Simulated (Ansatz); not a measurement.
Reaction: C3H9N (SMILES CC(C)N) → C3H7 (SMILES C[CH]C, doublet) + NH2 (SMILES [NH2], doublet) (the C-N bond breaks)
Each species at its own B3LYP-D3(BJ)/def2-TZVP minimum (Ansatz, a program for electronic structure), one conformer.

Quantity: bond dissociation energy (electronic), in kJ/mol. Open shells are spin-unrestricted; no spin-orbit coupling. CBS(X,Y): correlation extrapolated as X^-3, Hartree-Fock from the larger set. A bracket is a step between two methods taken in the basis named. The functionals are non-relativistic, so their misses hold any scalar relativity. Double hybrids freeze cores in their MP2 part. '+ core + X2C': CCSD(T) terms for core correlation (cc-pwCVTZ) and scalar relativity (cc-pVTZ-DK).

CCSD(T)/CBS(cc-pVTZ,cc-pVQZ) + [CCSDT(Q) - CCSD(T)]/cc-pVDZ + core + X2C (Ansatz) gives 388.8 kJ/mol.

Q: How far off this value is PBE/def2-TZVPD (Ansatz), in which direction, and which of these levels come nearer: r2SCAN/def2-TZVPD, B3LYP/def2-TZVPD, B2PLYP/def2-TZVPD, CCSD(T)/CBS(cc-pVTZ,cc-pVQZ) + core + X2C?

A: PBE gives 370.0 kJ/mol, 18.8 kJ/mol below it. Differences of the others: r2SCAN/def2-TZVPD (Ansatz) -42.4; B3LYP/def2-TZVPD (Ansatz) -41.1; B2PLYP/def2-TZVPD (Ansatz) -22.4; CCSD(T)/CBS(cc-pVTZ,cc-pVQZ) + core + X2C (Ansatz) 0.3 kJ/mol. Nearer than PBE: CCSD(T)/CBS(cc-pVTZ,cc-pVQZ) + core + X2C.
